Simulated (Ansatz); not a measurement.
A run of Ansatz (development build ahead of 0.2.0) on doublet C₃H₅ at this shape:

```xyz
8

C    -0.2091    0.0177   -0.3879
C    -0.9748   -0.3425    0.7149
C     1.1556    0.2841   -0.3622
H    -0.7219    0.1262   -1.3382
H    -2.0344   -0.5086    0.5926
H    -0.5210   -0.4596    1.6967
H     1.6834    0.5653   -1.2566
H     1.7239    0.1923    0.5504
```

Its results:

* Converged: yes
* Total energy: -116.38591 hartree
* Spin squared of the determinant: 0.966
* Stability test: minimum

Forces (eV/Å):
```
atom      Fx      Fy      Fz
  C1   0.013   0.154  -0.080
  C2   0.145  -0.014   0.016
  C3  -0.110  -0.121   0.040
  H4  -0.003  -0.031  -0.021
  H5  -0.096  -0.069   0.207
  H6  -0.191  -0.005  -0.127
  H7   0.134   0.072  -0.176
  H8   0.108   0.013   0.141
```

(1) Which input gives this output? Name the method, the orbitals and the basis set, and write the input.

## Answers

(1) UHF in def2-SVP.

```yaml
crystal:
  periodic: [false, false, false]
  atoms:
    - { symbol: C, position_ang: [-0.20907, 0.01774, -0.38786] }
    - { symbol: C, position_ang: [-0.9748, -0.34253, 0.7149] }
    - { symbol: C, position_ang: [1.15562, 0.28406, -0.36224] }
    - { symbol: H, position_ang: [-0.72194, 0.12623, -1.33822] }
    - { symbol: H, position_ang: [-2.03444, -0.50857, 0.59256] }
    - { symbol: H, position_ang: [-0.52096, -0.45962, 1.6967] }
    - { symbol: H, position_ang: [1.68339, 0.56533, -1.25658] }
    - { symbol: H, position_ang: [1.72386, 0.19226, 0.55038] }
basis:
  gaussian: { orbitals: def2-SVP }
magnetization:
  spin_polarized: true
  initial_magnetization: 1
hamiltonian:
  xc: hf
output:
  forces: true
```

Caution: the unrestricted determinant is spin contaminated.
